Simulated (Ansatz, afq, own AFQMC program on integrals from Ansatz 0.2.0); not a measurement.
BH$_{4}$, doublet: AFQMC among the cluster methods

```xyz
5

H    -1.9896    0.0000    0.0000
H    -1.1086    0.0000    0.0000
B     0.1634    0.0000    0.0000
H     0.6725    0.0000    1.0770
H     0.6725    0.0000   -1.0770
```

Basis cc-pVTZ. Noble-gas cores (and the filled d shells of Ga–Kr and In–Xe) are frozen. Ansatz 0.2.0 and our own AFQMC program on the same integrals; the CISD trial comes from CCSD amplitudes, and released means the phaseless constraint is let go. Error bars are statistical, one sigma.

Determinant: UHF, the one that the program's search chose, which needn't be the lowest solution. The geometry is a point of a scan.

No full CI on the walks' own integrals is used here; CCSDT(Q) serves as the reference and is uncertain by about the last step of the cluster series.

* T1 diagnostic: 0.0115
* weight of the determinant in the CISD state: 0.931
* ⟨S²⟩ of the determinant: 0.767
* size of the correlated space: 7 electrons in 85 orbitals

```csv
level,correlation energy (eV)
MP2,-3.3971
CCSD,-4.0907
CCSD(T),-4.1778
```

Task: Estimate where phaseless AFQMC with a CISD trial lies against CCSD(T) on the same integrals.

Result: 0.65 ± 0.07 mEh below CCSD(T).

Reference: CCSDT(Q), correlation energy -4.196 eV. The released energy is read at 2.40 1/Eh (meV from the phaseless value at times in 1/Eh: -2.9 ± 1.3 at 0.24, -1.5 ± 1.0 at 0.51, -3.5 ± 1.5 at 0.99, -3.1 ± 1.7 at 1.62, -3.0 ± 2.4 at 2.40).

```csv
level,E − E(reference) (mEh),share of correlation (%)
CCSD(T),0.65,99.58
CCSDT,0.07,99.96
ph-AFQMC/HF,0.39 ± 0.79,99.75
ph-AFQMC/CISD,0.01 ± 0.07,100.00
released AFQMC,-0.10 ± 0.09,100.07
```

A walk keeps the symmetry of its determinant, which the program's search chose and which needn't be the lowest solution, so a lower state of the same spin and another symmetry isn't excluded. Released energies are given only where the last usable release times agree within the noise; a slower fall can still hide under it.
